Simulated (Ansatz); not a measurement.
**B2H2 (triplet): the correlation ladder at distance B1–B2 = 2.173 Å, 6-31G**

How much of the correlation energy of B2H2 (triplet) does each wave-function method recover here?

Computed with Ansatz 0.2.0, Gaussian basis. Level: 6-31G, core rule «outside noble gas», up to 2 orbitals frozen.

The runs, in order: UHF; CCSD(T) on ROHF; CCSD(T) on UHF; BCCD(T) on ROHF; CISD; CCSDT(Q) on ROHF; CCSDT(Q) on UHF; CISDTQ; CASSCF and MRCISD+Q, 4 electrons in 4 orbitals; CASSCF and NEVPT2, 4 electrons in 4 orbitals; CASSCF and MRCISD+Q, 8 electrons in 10 orbitals; CASSCF and NEVPT2, 8 electrons in 10 orbitals; Full CI.

11 further runs of the same task are left out: 10 that didn't finish, 1 set aside as unsound or not needed.

## 1. The geometry

The geometry derives from a PBE0/def2-TZVP stationary point (not a proven minimum). One bond is set to the value named and the two fragments are kept rigid.

4 atoms, charge 0, spin multiplicity 3.

Atoms are counted from 1 here; the program's logs count them from 0.

Bond lengths: B1–H3 1.197 Å, B1–H4 1.197 Å. Angles: H3–B1–H4 122.2°.

## 2. UHF

Contents of in.yaml:

```yaml
crystal:
  periodic: [false, false, false]
  atoms:
    - {symbol: B, position_ang: [0.000000, 0.000000, 0.944518]}
    - {symbol: B, position_ang: [0.000000, 0.000000, -1.228482]}
    - {symbol: H, position_ang: [0.000000, 1.047868, 1.522880]}
    - {symbol: H, position_ang: [0.000000, -1.047868, 1.522880]}
basis:
  gaussian: {orbitals: 6-31G}
magnetization: {spin_polarized: true, initial_magnetization: 2}
hamiltonian: {xc: hf}
output: {orbitals: {seedname: orbitals}}
```

Command:

```
$ ansatz run in.yaml --threads 1 --pin off --events-out ev --progress --plain --max-ram 2393MiB
```

Further steps of the session: CCSD(T) on ROHF; CCSD(T) on UHF; BCCD(T) on ROHF; CISD; CCSDT(Q) on ROHF; CCSDT(Q) on UHF; CISDTQ; CASSCF and MRCISD+Q, 4 electrons in 4 orbitals; CASSCF and NEVPT2, 4 electrons in 4 orbitals; CASSCF and MRCISD+Q, 8 electrons in 10 orbitals; CASSCF and NEVPT2, 8 electrons in 10 orbitals; Full CI.

Q: Predict the results of all the runs planned. Wanted: FCI from the RHF energy; RMP2 from FCI; UMP2 from FCI; RCCSD from FCI; RCCSD(T) from FCI; UCCSD(T) from FCI; RCCSDT(Q) from FCI; UCCSDT(Q) from FCI; NEVPT2 pair from FCI.

**Answer**, as computed:

| quantity | value |
| --- | --- |
| FCI from the ROHF energy | -3.1179 eV |
| RMP2 from FCI | +100.2 kJ/mol |
| UMP2 from FCI | +99.7 kJ/mol |
| RCCSD from FCI | +15.3 kJ/mol |
| RCCSD(T) from FCI | +5.7 kJ/mol |
| UCCSD(T) from FCI | +5.4 kJ/mol |
| RCCSDT(Q) from FCI | +0.2 kJ/mol |
| UCCSDT(Q) from FCI | +0.1 kJ/mol |
| NEVPT2 pair from FCI | +89.4 kJ/mol |
| MRCISD+Q pair from FCI | +11.5 kJ/mol |
| NEVPT2 valence from FCI | +23.3 kJ/mol |
| levels within 1 kcal/mol (43 meV) | RCCSDT, UCCSDT, CISDTQ, RCCSDT(Q), UCCSDT(Q), MRCISD valence, MRCISD+Q valence |
| T1 diagnostic | 0.062 |
| effectively unpaired electrons | 2.07 |

In words: RCCSD(T) misses by +5.7 kJ/mol, 1.9 % of the correlation energy. The occupations are near whole numbers, but T1 = 0.062 shows that the orbitals relax strongly. Of the multireference levels listed MRCISD+Q valence comes nearest in total energy (+0.9 kJ/mol), which doesn't show that its space is the better one. These misses are within one basis, not against nature; the frozen cores of restricted and unrestricted runs differ, which can shift their rows.

Levels on UHF freeze UHF's core orbitals, full CI those of ROHF, so the U rows can settle a little off it for that reason alone.

With open shells the CI space here admits some triples and quadruples, so it is larger than plain CISD.
